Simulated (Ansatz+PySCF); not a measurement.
## doublet SiH3: levels of theory in one basis

```xyz
4

Si    0.0000    0.0000    0.0795
H     1.4244    0.0000   -0.3709
H    -0.7122    1.2336   -0.3709
H    -0.7122   -1.2336   -0.3709
```

Basis set: def2-SVP (spherical functions). Correlated methods keep 5 orbitals frozen. Correlation on ROHF uses semicanonical orbitals with singles. Charge 0, multiplicity 2.

Computed with Ansatz (development build ahead of 0.2.0); each method stands on the lowest determinant of its kind that the runs found. NEVPT2 correlates all electrons. Active spaces start from the frontier orbitals, and the lowest solution found is given.

| method | E − E(ROHF) (eV) | <S²> of the determinant |
| --- | --- | --- |
| ROHF | 0.00 | 0.75 |
| UHF | -0.04 | 0.75 |
| ROHF-MP2 | -2.58 | – |
| UHF-MP2 | -2.59 | 0.75 |
| ROHF-CCSD | -3.29 | – |
| UHF-CCSD | -3.29 | 0.75 |
| ROHF-CCSD(T) | -3.35 | – |
| CASSCF(7,7) | -1.18 | – |
| CASSCF(3,3) | -0.38 | – |
| SC-NEVPT2(3,3) | -2.81 | – |

What does SC-NEVPT2(7,7) give on the same scale?

-2.91 eV. NEVPT2 here correlates all electrons, so it doesn't share the others' frozen core.

Is a single determinant a sound starting point here?

By this sign, yes. Unrestricted orbitals gain 0.04 eV and <S²> is 0.75 against 0.75 for a pure state. The CASSCF(7,7) natural occupations are 1.99, 1.98, 1.98, 1.00, 0.03, 0.02, 0.02. The CASSCF(3,3) natural occupations are 1.98, 1.00, 0.02.
